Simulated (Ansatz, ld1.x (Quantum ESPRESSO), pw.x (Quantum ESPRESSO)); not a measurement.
## What a changed setting does to a pw.x run (diamond B)

Potential: PAW, ld1.x (Quantum ESPRESSO) 7.5, LDA (PW92); core [He], reference 2s2 2p1; waves: 2s (bound): rcut 1.10, rcutus 1.45 bohr; 2s channel at 0.3 Ry: rcut 1.10, rcutus 1.45 bohr; 2p (bound): rcut 2.00, rcutus 2.40 bohr; 2p channel at 2.6 Ry: rcut 2.00, rcutus 2.40 bohr; 3d channel at 0.4 Ry: rcut 1.65, rcutus 1.95 bohr; 3d channel at 1.55 Ry: rcut 1.65, rcutus 1.95 bohr; local part: all-electron potential smoothed inside 2.25 bohr (lloc = -1); core correction: a·sin(br)/r model core inside 1.05 bohr; augmentation: BESSEL, radius 0.90 bohr.

The reference run (k-mesh 11³, cutoffs 40/320 Ry, Fermi–Dirac 0.01 Ry, mixing_beta 0.4, conv_thr 1e-9, no spin) gives 1.11 GPa at 8.022 Å³/atom, where all-electron LAPW gives -0.11 GPa. This run, with its own iteration cap, changes smearing to gauss.

```
&control
  calculation='scf', prefix='x', pseudo_dir='./', outdir='./tmp', tstress=.true., disk_io='none'
/
&system
  ibrav=0, nat=2, ntyp=1, ecutwfc=40, ecutrho=320, nbnd=10,
  occupations='smearing', smearing='gauss', degauss=0.01
/
&electrons
  conv_thr=1e-09, mixing_beta=0.4, electron_maxstep=60
/
ATOMIC_SPECIES
B 1.0 B.UPF
CELL_PARAMETERS angstrom
  0.00000000 2.00183166 2.00183166
  2.00183166 0.00000000 2.00183166
  2.00183166 2.00183166 0.00000000
ATOMIC_POSITIONS crystal
B 0.0000 0.0000 0.0000
B 0.2500 0.2500 0.2500
K_POINTS automatic
11 11 11 0 0 0
```

```bash
pw.x < B.scf.in > B.scf.out
```

Task: How does the run end?

Result: It converges in 7 iterations; the free energy moves by +13.0 meV/atom and the pressure by -0.32 GPa. Gaussian smearing of the same width is narrower in effect than Fermi–Dirac, so its quadratic term in F is smaller.

```
Message from routine setup:
     using ibrav=0 with symmetry is DISCOURAGED, use correct ibrav instead
     lattice parameter (alat)  =       5.3498  a.u.
     unit-cell volume          =     108.2703 (a.u.)^3
     number of electrons       =         6.00
     number of Kohn-Sham states=           10
     kinetic-energy cutoff     =      40.0000  Ry
     charge density cutoff     =     320.0000  Ry
     scf convergence threshold =      1.0E-09
     Exchange-correlation= SLA  PW   NOGX NOGC
     number of k points=    56  Gaussian smearing, width (Ry)=  0.0100
     iteration #  1     ecut=    40.00 Ry     beta= 0.40
     total energy              =     -21.77447865 Ry
     estimated scf accuracy    <       0.05340518 Ry
     iteration #  2     ecut=    40.00 Ry     beta= 0.40
     total energy              =     -21.77215621 Ry
     estimated scf accuracy    <       0.01473252 Ry
     iteration #  3     ecut=    40.00 Ry     beta= 0.40
     total energy              =     -21.77297200 Ry
     estimated scf accuracy    <       0.00006025 Ry
     iteration #  4     ecut=    40.00 Ry     beta= 0.40
     total energy              =     -21.77298994 Ry
     estimated scf accuracy    <       0.00000904 Ry
     iteration #  5     ecut=    40.00 Ry     beta= 0.40
     total energy              =     -21.77299167 Ry
     estimated scf accuracy    <       0.00000080 Ry
     iteration #  6     ecut=    40.00 Ry     beta= 0.40
     total energy              =     -21.77299167 Ry
     estimated scf accuracy    <       0.00000014 Ry
     iteration #  7     ecut=    40.00 Ry     beta= 0.40
     the Fermi energy is     6.5733 ev
!    total energy              =     -21.77299169 Ry
     estimated scf accuracy    <          2.2E-10 Ry
     smearing contrib. (-TS)   =      -0.00074936 Ry
     The total energy is F=E-TS. E is the sum of the following terms:
     one-electron contribution =       5.67918532 Ry
     hartree contribution      =       0.64445649 Ry
     xc contribution           =      -4.44868079 Ry
     ewald contribution        =     -12.81583132 Ry
     one-center paw contrib.   =     -10.83137203 Ry
     convergence has been achieved in   7 iterations
          total   stress  (Ry/bohr**3)                   (kbar)     P=        7.94
     Message from routine punch:
     Nothing written, as per user request (disk_io='none')
```

The run took about 5.5 s on one core of a shared host (Neoverse-V1, 32 threads, 247 GiB, load 22).
